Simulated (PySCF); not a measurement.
Problem. What does the PBE0-D3(BJ)/def2-SVP structure of `C=C(Cl)[C+](C)C` look like in three dimensions? (Charge +1.)

Solution. 
Z-matrix in Å and degrees, rows numbered from 1:
```
C 
C   1  1.3611
Cl  2  1.7211  1  119.25
C   2  1.4366  1  122.52  3  -179.36
C   4  1.4611  2  118.94  1   178.13
C   4  1.4663  2  123.09  1    -2.44
H   1  1.0914  2  122.03  3   179.95
H   1  1.0941  2  120.30  3     0.24
H   5  1.0953  4  113.68  2  -177.90
H   5  1.1091  4  108.52  2    58.76
H   5  1.1070  4  109.59  2   -52.77
H   6  1.0930  4  116.79  2     0.34
H   6  1.1061  4  108.27  2   124.90
H   6  1.1070  4  107.70  2  -123.24
```

C4 (carbon bonded to 3 C) is planar (angles 123.1°, 118.9° and 118.0°, sum 360.0°, 0.00 Å off the plane of its three neighbours). C2 (carbon bonded to 2 C and Cl) is planar (angles 122.5°, 119.3° and 118.2°, sum 360.0°, 0.00 Å off the plane of its three neighbours). The 6 heavy atoms lie in one plane (0.016 Å rms). Of the pairs four or more bonds apart, H7···H12 is among the closest relative to their van der Waals radii: 1.95 Å, 81 % of the sum of Bondi's values.

Method used: PySCF 2.14.0, PBE0-D3(BJ)/def2-SVP geometry optimisation, gas phase.

Point group: near Cs, missed by 0.13 Å at most; the miss may be what the optimiser left on a soft mode. No PBE0-D3(BJ)/def2-SVP frequencies stand behind this structure, so it isn't proved a minimum.

Time: 84 s of wall time. Hardware: one thread, Arm Neoverse V1, on a shared host. This is the geometry optimisation.
